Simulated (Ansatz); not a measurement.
For rock-salt MgS, LDA (PAW; Ansatz, an electronic-structure program) gives:

| Quantity | Result |
|---|---|
| equilibrium lattice constant a | 5.129 Å |
| enthalpy of formation | -1.542 eV/atom |

### Question
What does r²SCAN+rVV10 (Ansatz, PAW) give for the same quantities?

### Answer

- lattice constant a: 5.189 Å (grows by 1.2 %)
- formation enthalpy: -1.699 eV/atom (moves by -0.157 eV/atom)

For comparison: lattice constant a 5.188 Å (measured, corrected for zero-point motion; as tabulated in Goldzak et al. (2022), arXiv:2208.04865); formation enthalpy -1.79 eV/atom (measured, 298 K, no zero-point or thermal correction; as tabulated in Zhang et al. (2018), doi:10.1038/s41524-018-0065-z).

Changes are worked out from the printed values.

Unless a cell is named, each level is at its own relaxed cell (LDA 16.87, r²SCAN+rVV10 17.47 Å³/atom).

Ansatz's density-functional and Hartree–Fock values are scalar-relativistic unless marked +SOC, with PAW data made under PBE.
